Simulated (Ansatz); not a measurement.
## How far a parabola holds: energy against volume of fluorite CdF2

Results of PBE (Ansatz, a quantum-chemistry and plane-wave program, plane waves, PAW) for fluorite CdF2. Settings: plane-wave cutoff 520 eV, 12×12×12 k mesh, Fermi–Dirac smearing 0.01 eV, scalar-relativistic PAW data made under PBE. The cell has no free parameter but its volume, all volumes share cutoff and mesh, and the runs aren't spin-polarised. Energies are free energies at the run's smearing, counted from the lowest row; static lattice.

```csv
V (Å³/atom),E (meV/atom)
13.174,6.95
13.448,1.68
13.723,0.00
13.997,1.53
14.272,5.92
14.546,?
```

Taking a parabola for E over the 5 complete rows: With u = V - 13.7, the rows have u = -0.5260, -0.2520, 0.0230, 0.2970, 0.5720. Least squares gives E = 0.027 - 1.783·u + 21.357·u². Residuals (row less fit): 0.076, -0.153, 0.003, 0.149, -0.075; standard error 0.169 (degrees of freedom: 2). The fitted curve has its minimum at V = 13.7, where E = -0.01. Its curvature is d²E/dV² = 2 × 21.357 meV/Å⁶, so B = V0·d²E/dV² × 0.1602 = 94.0 GPa.

Q: Predict the withheld E at V = 14.546 from the fit, and compare with the calculation.

A: u = 0.8460, so E = 0.027 - 1.783 × 0.8460 + 21.357 × 0.8460² = 13.804 meV/atom. The calculation gives 12.85 meV/atom, 0.954 meV/atom below the prediction (7.4 % of the range of E in the table). The row lies outside the fitted rows, so this is an extrapolation. From the scatter of the fitted rows alone, a prediction at this place has a standard error of 0.398 meV/atom, so the miss is 2.4 times that.

The residuals are curvature that a parabola lacks, not noise. A solid that stiffens under compression and softens on expansion lies above the parabola at the compressed end and under it at the expanded end, as this row does. A third-order Birch-Murnaghan fit to the whole scan has B0 = 93.5 GPa. Only scans are tabulated whose curvature falls smoothly with volume, and where the parabola meets the shown rows within 5 % of their range and misses the end by 0.1 meV or more.
